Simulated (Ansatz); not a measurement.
# Titanium, hcp under PBE: how the Methfessel-Paxton smearing moves the result

How small must the Methfessel-Paxton smearing width be for energy and pressure to settle? The geometry was relaxed under PBE beforehand and stays fixed; 7 values are run, from 0.01 to 1.0 eV. Wanted are the values from which on the energy stays within 10 and 1 meV/atom, and the pressure within 0.5 GPa, of the narrowest run. Within the series other settings stay, but some runs also write fields, which adds to their time. Spin polarisation is left out.

Computed with Ansatz 0.2.0 (DFT PBE, plane waves with PAW, scalar-relativistic, unless a step says otherwise).

**1. The system as given**

Symmetry: P6_3/mmc, No. 194, hexagonal system. Conventional cell: a = 2.939 Å, b = 2.939 Å, c = 4.656 Å, α = 90.00°, β = 90.00°, γ = 120.00°. Around Ti (site symmetry -6m2) lie 12 Ti at 2.88 to 2.94 Å.

As a file:

```
Ti
1.0
     2.93908    0.00000    0.00000
    -1.46954    2.54531    0.00000
     0.00000    0.00000    4.65599
Ti
2
Direct
  0.33333 0.66667 0.25000
  0.66667 0.33333 0.75000
```

**2. Run at 0.01 eV**

The run at 0.01 eV.

File input.yaml:

```yaml
crystal:
  lattice:
    - [2.9390756844, 0.0, 0.0]
    - [-1.4695378422, 2.5453142064, 0.0]
    - [0.0, 0.0, 4.6559893251]
  atoms:
    - { symbol: Ti, position: [0.3333333333, 0.6666666667, 0.25] }
    - { symbol: Ti, position: [0.6666666667, 0.3333333333, 0.75] }
hamiltonian:
  xc: pbe
  pseudopotentials:
    kind: paw
    azcp:
      Ti: "pseudopotentials/Ti.paw.azcp"
basis:
  ecutwfc: 420
  fft_grid_basis: typed
kpoints:
  mp_grid: { grid: [12, 12, 7], shift: [0, 0, 0] }
magnetization:
  spin_polarized: false
scf:
  occupations: { method: methfessel_paxton, width: 0.01 }
  lower_state_search: "off"
output:
  stress: true
```

Command:

```sh
ansatz run input.yaml --threads 1 --pin off --max-ram 3584MiB --backend cpu --events-out ev --progress --plain --runs-dir out
```

**3. Run at 0.03 eV**

The run at 0.03 eV.

Changes to input.yaml since step 2:

```diff
@@ -22,3 +22,3 @@
 scf:
-  occupations: { method: methfessel_paxton, width: 0.01 }
+  occupations: { method: methfessel_paxton, width: 0.03 }
   lower_state_search: "off"
```

**4. Run at 0.1 eV**

The run at 0.1 eV.

Changes to input.yaml since step 3:

```diff
@@ -22,3 +22,3 @@
 scf:
-  occupations: { method: methfessel_paxton, width: 0.03 }
+  occupations: { method: methfessel_paxton, width: 0.1 }
   lower_state_search: "off"
```

**5. Run at 0.2 eV**

The run at 0.2 eV.

Changes to input.yaml since step 4:

```diff
@@ -22,3 +22,3 @@
 scf:
-  occupations: { method: methfessel_paxton, width: 0.1 }
+  occupations: { method: methfessel_paxton, width: 0.2 }
   lower_state_search: "off"
@@ -26 +26,5 @@
   stress: true
+  write_density: true
+  write_potential: true
+  elf: true
+  volumetric_format: npy
```

**6. Run at 0.3 eV**

The run at 0.3 eV.

Changes to input.yaml since step 5:

```diff
@@ -22,3 +22,3 @@
 scf:
-  occupations: { method: methfessel_paxton, width: 0.2 }
+  occupations: { method: methfessel_paxton, width: 0.3 }
   lower_state_search: "off"
@@ -26,5 +26 @@
   stress: true
-  write_density: true
-  write_potential: true
-  elf: true
-  volumetric_format: npy
```

**7. Run at 0.6 eV**

The run at 0.6 eV.

Changes to input.yaml since step 6:

```diff
@@ -22,3 +22,3 @@
 scf:
-  occupations: { method: methfessel_paxton, width: 0.3 }
+  occupations: { method: methfessel_paxton, width: 0.6 }
   lower_state_search: "off"
@@ -26 +26,5 @@
   stress: true
+  write_density: true
+  write_potential: true
+  elf: true
+  volumetric_format: npy
```

**8. Run at 1.0 eV**

The run at 1.0 eV.

Changes to input.yaml since step 7:

```diff
@@ -22,3 +22,3 @@
 scf:
-  occupations: { method: methfessel_paxton, width: 0.6 }
+  occupations: { method: methfessel_paxton, width: 1.0 }
   lower_state_search: "off"
```

(Steps that only read results are left out.)

**Question.** What will these runs give?

As calculated:

```
                                           quantity                       value
       E(σ → 0) stays within 10 meV/atom of 0.01 eV                up to 0.6 eV
                   E(σ → 0) stays within 1 meV/atom                up to 0.3 eV
                      pressure stays within 0.5 GPa                up to 1.0 eV
                                pressure at 0.01 eV                   -0.10 GPa
energy of a separate run on a finer mesh (20×20×11)  +0.7 meV/atom from 0.01 eV
```

The far end, 1.0 eV, lies +29.8 meV/atom and -0.1 GPa from the yardstick. The free energy F moves by +37.1 meV/atom over the range, and the estimate for σ → 0 by +29.8. This scheme cancels the term in the square of the width, so F moves little up to 0.2 eV. The mesh (12×12×7) is fixed, so the narrowest widths carry a k-point error of their own. The yardstick itself is unsettled by 0.7 meV/atom against the finer mesh, so the thresholds above hold only within this series, and wider smearing, which averages over more states, can land nearer the fine-mesh value than the narrowest does.
